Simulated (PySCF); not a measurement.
**C4H5FO: core ionisation energies**

Species: C₄H₅FO.
Z-matrix (Å and degrees, PBE0-D3(BJ)/def2-SVP geometry), rows numbered from 1:
```
C 
C   1  1.3307
F   2  1.3365  1  121.87
C   2  1.4987  1  123.85  3  -179.97
C   4  1.5021  2  116.40  1   179.52
O   4  1.2083  2  120.08  1    -0.30
H   1  1.0902  2  117.88  3  -179.52
H   1  1.0907  2  121.46  3     0.25
H   5  1.0962  4  109.26  2   177.92
H   5  1.1015  4  110.10  2   -61.10
H   5  1.1008  4  110.57  2    56.20
```

Computed with PySCF 2.14.0, delta-SCF UKS SCAN, pcX-2 on the ionised atom, pcseg-1 elsewhere, spin-free X2C. Each binding energy is the total energy of the core-ionised species, with the hole localised on one atom, minus that of the ground state; both are solved self-consistently, so orbital relaxation is included.

**Question.** Give the core binding energies atom by atom.

**Answer.** 
| atom(s) | environment | level | binding energy (eV) | above the level's lowest (eV) | count |
| --- | --- | --- | --- | --- | --- |
| F3 | vinyl fluorine | F 1s | 693.50 | 0.00 | 1 |
| O6 | ketone oxygen | O 1s | 537.72 | 0.00 | 1 |
| C4 | ketone carbonyl carbon | C 1s | 293.74 | +2.80 | 1 |
| C2 | vinylic C–F carbon | C 1s | 293.35 | +2.41 | 1 |
| C5 | methyl carbon next to a carbonyl | C 1s | 291.27 | +0.33 | 1 |
| C1 | terminal =CH2 carbon | C 1s | 290.94 | 0.00 | 1 |

Lowest listed C 1s: C1, bonded to C (double bond) and 2 H. Highest, 2.80 eV above it: C4, bonded to O (double bond) and 2 C. The widest gap between neighbouring values is 2.08 eV, between 291.27 and 293.35 eV. Summing the Pauling electronegativity differences to the bonded atoms, each weighted by its formal bond order, gives -0.70 for the lowest site and +1.78 for the highest; no listed site has a larger sum than the highest. The smallest sum, -1.05, belongs to C5, 0.33 eV above the lowest.

**Question.** Which effective nuclear charge Zeff reproduces each element's mean 1s value in the hydrogen-like formula E = 13.606 eV × Zeff²?

**Answer.** C (Z = 6): mean 292.3 eV, Zeff = 4.64, Z − Zeff = 1.36; O (Z = 8): mean 537.7 eV, Zeff = 6.29, Z − Zeff = 1.71; F (Z = 9): mean 693.5 eV, Zeff = 7.14, Z − Zeff = 1.86. Means run over the listed sites, weighted by atom count.

The structure is a single PBE0-D3(BJ)/def2-SVP conformer in the gas phase; no vibrational or solvent corrections.
